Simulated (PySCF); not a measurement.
Bonding in 2-propanimine

2-propanimine, C3H7N.
Atom-mapped SMILES: `[CH3:1][C:2]([CH3:3])=[NH:4]` (hydrogens: H5, H6, H7 on C1; H8, H9, H10 on C3; H11 on N4)

Cartesian coordinates in Å at the GFN2-xTB level; atoms count from 1:
```xyz
11
C3H7N angstrom
C      1.3364   -0.3380   -0.1536
C      0.0624    0.4210    0.0522
C     -1.1938   -0.4088    0.0334
N      0.1288    1.6649    0.2205
H      1.3178   -0.8470   -1.1155
H      1.4508   -1.0918    0.6230
H      2.1790    0.3454   -0.1221
H     -2.0770    0.2083    0.1885
H     -1.2845   -0.9211   -0.9230
H     -1.1499   -1.1656    0.8148
H     -0.7645    2.1353    0.3559
```

Bond orders from the PBE0/pcSseg-1 density (PySCF). Isolated species at its GFN2-xTB geometry, gas phase.

Q: Where do the orders between heavy atoms depart from those drawn in the SMILES?

A: The largest departure is 0.099, at C2–N4 (drawn double, 2.099).

Q: Set the Mayer orders of the bonds beside their lengths.

A: 
| bond | drawn as | length (Å) | Mayer order |
| --- | --- | --- | --- |
| C1–C2 | single | 1.497 | 0.992 |
| C2–C3 | single | 1.506 | 1.001 |
| C2–N4 | double | 1.257 | 2.099 |
| C1–H5 | single | 1.088 | 0.954 |
| C1–H6 | single | 1.088 | 0.954 |
| C1–H7 | single | 1.085 | 0.962 |
| C3–H8 | single | 1.089 | 0.961 |
| C3–H9 | single | 1.089 | 0.948 |
| C3–H10 | single | 1.089 | 0.948 |
| N4–H11 | single | 1.019 | 0.932 |

Q: Sum the orders of all bonds at each heavy atom with more than one neighbour and set the sums beside the valence in the SMILES.

A: C1 3.862 (drawn 4), C2 4.092 (drawn 4), C3 3.858 (drawn 4), N4 3.031 (drawn 3). Orders between atoms that aren't bonded are not in these sums.

For a closed shell the Mayer order of atoms A and B is Σ (PS)μν (PS)νμ over the basis functions μ on A and ν on B, with P the density and S the overlap matrix.
